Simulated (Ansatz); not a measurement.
System: CH$_{2}$Cl, charge -1, multiplicity 1. It need not be the lowest isomer of its formula. Whether it binds its extra electron was not tested at this geometry. 
Structure (B3LYP-D3(BJ)/def2-TZVP (Ansatz, a quantum-chemistry and plane-wave program) minimum search):
```xyz
4

C      0.0191     0.1527    -1.3275
Cl    -0.0112     0.0067     0.6476
H      0.9011    -0.4948    -1.5076
H     -0.8255    -0.5347    -1.5371
```
Charge -1, spin multiplicity 1.

Basis-set convergence of Hartree-Fock and MP2 correlation energies (hartree) with Ansatz. Correlated levels leave the core frozen unless marked. Spin-orbit coupling is left out. Non-relativistic.

```tsv
basis	functions	E(HF)	E(corr, MP2)
aug-cc-pV(D+d)Z	73	-498.47481	-0.31336
aug-cc-pV(T+d)Z	147	[?]	[?]
```

**Question.** Complete the blanks.

**Answer.** 
- aug-cc-pV(T+d)Z, E(HF): -498.49616
- aug-cc-pV(T+d)Z, E(corr, MP2): -0.38820
